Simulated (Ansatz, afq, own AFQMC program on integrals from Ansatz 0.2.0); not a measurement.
**C$_{2}$H⁺, triplet in 6-31G, levels against full CI**

```xyz
3

C     0.0000    0.0000    0.0447
C     0.0000    0.0000   -1.1555
H     0.0000    0.0000    1.1107
```

Connectivity, by distances: CH–C.

Basis 6-31G. Only valence electrons are correlated. AFQMC by an in-house program on the Cholesky factors that Ansatz 0.2.0 writes for its CCSD(T) run. ph-AFQMC/CISD is guided by a CISD state made of CCSD amplitudes; releasing the constraint for a short imaginary time cuts its bias at the price of noise, slowly where states lie close. ± is one standard error of the sampling.

Determinant: UHF, the one that the program's search chose, which needn't be the lowest solution. The geometry is a PBE0/def2-TZVP stationary point of this or a neighbouring charge and spin state.

Full CI on the same integrals is exact in this basis and with this determinant's frozen core.

Cautions: lower spins were not checked; raised T1 diagnostic (T1 0.049, weight of the determinant 0.88, largest double 0.13); unrestricted determinant spin contaminated (⟨S²⟩ 2.19 against 2.00); the ph-AFQMC/CISD walk drifts between its halves (2.4 errors).

The T1 diagnostic is 0.0486 and the weight of the determinant in the CISD state is 0.880. The ⟨S²⟩ of the determinant is 2.185 and the size of the correlated space is 8 electrons in 18 orbitals.

Reference: full CI, correlation energy -3.735 eV. The released energy is read at 2.40 1/Eh (meV from the phaseless value at times in 1/Eh: -6 ± 7 at 0.24, -1 ± 6 at 0.51, 2 ± 6 at 0.99, -7 ± 8 at 1.62, -9 ± 6 at 2.40).

```json
{"level": "HF", "E − E(reference) (kJ/mol)": "360.3", "share of correlation (%)": "0.00"}
{"level": "MP2", "E − E(reference) (kJ/mol)": "89.6", "share of correlation (%)": "75.15"}
{"level": "CCSD", "E − E(reference) (kJ/mol)": "11.5", "share of correlation (%)": "96.81"}
{"level": "CCSD(T)", "E − E(reference) (kJ/mol)": "3.5", "share of correlation (%)": "99.03"}
{"level": "CCSDT", "E − E(reference) (kJ/mol)": "1.6", "share of correlation (%)": "99.55"}
{"level": "CCSDT(Q)", "E − E(reference) (kJ/mol)": "0.3", "share of correlation (%)": "99.91"}
{"level": "CCSDTQ", "E − E(reference) (kJ/mol)": "0.1", "share of correlation (%)": "99.97"}
{"level": "ph-AFQMC/HF", "E − E(reference) (kJ/mol)": "3.1 ± 3.4", "share of correlation (%)": "99.13"}
{"level": "ph-AFQMC/CISD", "E − E(reference) (kJ/mol)": "1.0 ± 0.8", "share of correlation (%)": "99.73"}
{"level": "released AFQMC", "E − E(reference) (kJ/mol)": "0.1 ± 0.6", "share of correlation (%)": "99.97"}
```

CCSDT and higher add their correlation energy to the determinant of the CCSD(T) run, since their own runs factorise the integrals more tightly (a shift of under 2 meV). A walk keeps the symmetry of its determinant, which the program's search chose and which needn't be the lowest solution, so a lower state of the same spin and another symmetry isn't excluded. Released energies are given only where the last usable release times agree within the noise; a slower fall can still hide under it.
